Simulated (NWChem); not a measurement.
**doublet [P2]−: levels of theory compared**

Aim: a comparison of 6 runs (U-r2SCAN/def2-TZVPPD, U-revPBE/def2-TZVPPD, UB2PLYP/def2-TZVPPD, UPBE/def2-TZVPPD, UPBE0/def2-TZVPPD, UTPSS/def2-TZVPPD) of doublet [P2]−. 

Program for the calculation: NWChem 7.3.0.

1 further run of the same task is left out (set aside as unsound or not needed).

## (1) Starting point

[P2]− has 2 atoms, charge -1, and is taken as a doublet. As SMILES of the parent species, `P#P`. The bond length is the one measured for the parent species. That shape belongs to the parent species and isn't relaxed for this state.

Bond lengths: P1–P2 1.893 Å.

## (2) The energy at U-r2SCAN/def2-TZVPPD (run 1)

sp.nw

```
start sp
title "diphosphorus"
memory 2200 mb
charge -1

geometry noautosym nocenter noautoz
  P      0.000000     0.000000     0.000000
  P      0.000000     0.000000     1.893400
end

basis spherical bse
  * library def2-TZVPPD
end

dft
  xc r2scan
  mult 2
  grid fine
  convergence energy 1e-08
  iterations 100
  mulliken
end

task dft energy
```

Started as:

```bash
$ nwchem sp.nw > sp.out
```

Standard output:

```text
[...]
          Wavefunction type:  spin polarized.
          No. of atoms     :     2
          No. of electrons :    31
[...]
          Charge           :    -1
          Spin multiplicity:     2
[...]
          AO basis - number of functions:    96
[...]
              XC Information
              --------------
                      r^2SCAN Method XC Functional
               r^2SCAN metaGGA Exchange Functional  1.000
                     r^2SCAN Correlation Potential  1.000
[...]
 d= 0,ls=0.0,diis     1   -682.4300020139 -7.45D+02  1.30D-02  1.10D+00     2.0
[...]
 d= 0,ls=0.5,diis    20   -682.6762464185 -5.32D-09  1.60D-06  2.38D-09    31.6
[...]
         Total DFT energy =     -682.676246420882
      One electron energy =    -1076.626114349937
           Coulomb energy =      377.697537980225
    Exchange-Corr. energy =      -46.631836642979
 Nuclear repulsion energy =       62.884166591809
[...]
      Total Density - Mulliken Population Analysis
     ---------------------------------------------
    Atom       Charge   Shell Charges
 -----------   ------   -------------------------------------------------------
    1 P   15    15.50   2.01  0.52  1.44  1.04  0.78  0.14  4.18  1.66  0.74  1.70  1.08  0.00  0.04  0.07  0.10  0.01
    2 P   15    15.50   2.01  0.52  1.44  1.04  0.78  0.14  4.18  1.66  0.74  1.70  1.08  0.00  0.04  0.07  0.10  0.01
[...]
      <S2> =      0.7582 (Exact =     0.7500)
[...]
```

It took 34 s on 1 thread of Intel Xeon Platinum 8488C (Sapphire Rapids), shared host; peak memory 0.11 GiB.

## (3) The energy at U-revPBE/def2-TZVPPD (run 2)

run.py

```python
from ase import Atoms
from ase.calculators.nwchem import NWChem

molecule = Atoms('PP', positions=[
    [0.000000, 0.000000, 0.000000],
    [0.000000, 0.000000, 1.893400],
])

calc = NWChem(
    label='p2',
    theory='dft',
    memory='2200 mb',
    basis='def2-TZVPPD',
    basispar='spherical bse',
    charge=-1,
    dft={'xc': 'revpbe cpbe96', 'mult': '2', 'grid': 'fine', 'convergence': 'energy 1e-08', 'iterations': '100', 'mulliken': None},
    task='energy',
)
molecule.calc = calc

e = molecule.get_potential_energy()
print(f"E = {e:.6f} eV")
```

Started as:

```bash
$ export ASE_NWCHEM_COMMAND="nwchem PREFIX.nwi > PREFIX.nwo"
$ python run.py
```

Standard output:

```text
E = -18574.533778 eV
```

The calculator wrote p2.nwi:

```
title "p2"

permanent_dir p2

scratch_dir p2

start p2

geometry units angstrom nocenter noautosym noautoz
  P  0.0000000000000000e+00 0.0000000000000000e+00 0.0000000000000000e+00
  P  0.0000000000000000e+00 0.0000000000000000e+00 1.8934000000000000e+00
end

charge -1

memory 2200 mb

basis spherical bse noprint
   * library def2-TZVPPD
end

dft
  xc revpbe cpbe96
  mult 2
  grid fine
  convergence energy 1e-08
  iterations 100
  mulliken
end

task dft energy
```

p2.nwo:

```text
Northwest Computational Chemistry Package (NWChem) 7.3.0
             --------------------------------------------------------

           Job information
           ---------------

    nwchem branch   = 7.3.0
    use scalapack   = T
    input           = p2.nwi
    prefix          = p2.
    data base       = p2/p2.db
    status          = startup
    nproc           =        1

           Memory information
           ------------------

    heap     =     72089598 doubles =      550.0 Mbytes
    stack    =     72089595 doubles =      550.0 Mbytes
    global   =    144179200 doubles =     1100.0 Mbytes (distinct from heap & stack)
    total    =    288358393 doubles =     2200.0 Mbytes
    verify   = yes
    hardfail = no

[... 72 lines left out ...]
  convergence criterion.
[... 17 lines left out ...]
          Convergence on gradient requested:  5.00D-04
[... 21 lines left out ...]
          Convergence aids based upon iterative change in
[... 30 lines left out ...]
 1-e energy   =   -1103.482942
[... 47 lines left out ...]
         Total DFT energy =     -682.601531615494
[... 2 lines left out ...]
    Exchange-Corr. energy =      -46.541973256832
[... 702 lines left out ...]
                     DFT Final Beta Molecular Orbital Analysis
[... 780 lines left out ...]
 center of mass
 --------------
 x =   0.00000000 y =   0.00000000 z =   1.78900359

 moments of inertia (a.u.)
 ------------------
         198.265135126950           0.000000000000           0.000000000000
           0.000000000000         198.265135126950           0.000000000000
           0.000000000000           0.000000000000           0.000000000000

     Multipole analysis of the density
     ---------------------------------

     L   x y z        total         alpha         beta         nuclear
     -   - - -        -----         -----         ----         -------
     0   0 0 0     -1.000000    -16.000000    -15.000000     30.000000

     1   1 0 0      0.000000      0.000000      0.000000      0.000000
[... 8 lines of this table left out ...]
     2   0 0 2    -33.117288   -118.242932   -106.906388    192.032031

 Task  times  cpu:       30.2s     wall:       30.2s
 Total times  cpu:       30.3s     wall:       30.3s
```

Run time: 32 s. Hardware: 1 thread of Intel Xeon Platinum 8488C (Sapphire Rapids), shared host; peak memory 0.11 GiB.

Runs 3 to 5 aren't shown in full; the table further down has their settings and results.

## (4) The energy at UTPSS/def2-TZVPPD (run 6)

p2.nw

```
start p2
title "P2 TPSS"
memory stack 880 mb heap 220 mb global 1100 mb
charge -1

geometry units atomic noautosym nocenter noautoz
P      0.00000000     0.00000000     0.00000000
P      0.00000000     0.00000000     3.57800744
end

basis spherical bse
* library def2-TZVPPD
end

dft
xc xtpss03 ctpss03
mult 2
grid fine
convergence energy 1e-08
iterations 100
mulliken
end

task dft
```

Started as:

```bash
$ nwchem p2.nw > p2.out
```

Standard output:

```text
[...]
          Wavefunction type:  spin polarized.
          No. of atoms     :     2
          No. of electrons :    31
[...]
          Charge           :    -1
          Spin multiplicity:     2
[...]
          AO basis - number of functions:    96
[...]
              XC Information
              --------------
                  TPSS metaGGA Exchange Functional  1.000
             TPSS03 metaGGA Correlation Functional  1.000
[...]
 d= 0,ls=0.0,diis     1   -682.5246516135 -7.45D+02  1.35D-02  1.06D+00     1.9
[...]
 d= 0,ls=0.5,diis    20   -682.7722917802 -8.80D-09  2.14D-06  4.36D-09    32.2
[...]
         Total DFT energy =     -682.772291784534
      One electron energy =    -1076.673804840000
           Coulomb energy =      377.738836815975
    Exchange-Corr. energy =      -46.721485901883
 Nuclear repulsion energy =       62.884162141373
[...]
      Total Density - Mulliken Population Analysis
     ---------------------------------------------
    Atom       Charge   Shell Charges
 -----------   ------   -------------------------------------------------------
    1 P   15    15.50   2.01  0.52  1.44  1.05  0.80  0.13  4.17  1.66  0.75  1.70  1.05  0.00  0.04  0.07  0.09  0.01
    2 P   15    15.50   2.01  0.52  1.44  1.05  0.80  0.13  4.17  1.66  0.75  1.70  1.05  0.00  0.04  0.07  0.09  0.01
[...]
      <S2> =      0.7555 (Exact =     0.7500)
[...]
```

It took 35 s on 1 thread of Intel Xeon Platinum 8488C (Sapphire Rapids), shared host; peak memory 0.11 GiB.

## (5) The series

```csv
run,level,frozen core orbitals,energy (Eh),HOMO energy (eV),LUMO energy (eV),⟨S²⟩,wall time
1,U-r2SCAN/def2-TZVPPD,–,-682.676246,2.22,2.59,0.758,34 s
2,U-revPBE/def2-TZVPPD,–,-682.601532,2.48,2.62,0.754,32 s
3,UB2PLYP/def2-TZVPPD,10,-682.482831,0.73,4.49,0.763,18 s
4,UPBE/def2-TZVPPD,–,-682.416789,2.45,2.56,0.753,35 s
5,UPBE0/def2-TZVPPD,–,-682.468622,1.49,3.32,0.757,13 s
6,UTPSS/def2-TZVPPD,–,-682.772292,2.35,2.64,0.755,35 s
```

## (6) What came out

| quantity | value |
| --- | --- |
| run 6: total energy | -682.77229 Eh |
| run 6: HOMO energy (highest over α and β) | 2.35 eV |
| run 6: LUMO energy (lowest over α and β) | 2.64 eV |
| run 6: ⟨S²⟩ | 0.755 |

In words: Totals of different functionals can't be ranked against each other. In runs 1, 2, 3, 4, 5, 6 the HOMO lies above zero, so the outermost electron may be held by the basis alone. All runs together took 2.8 min, the longest 35 s.
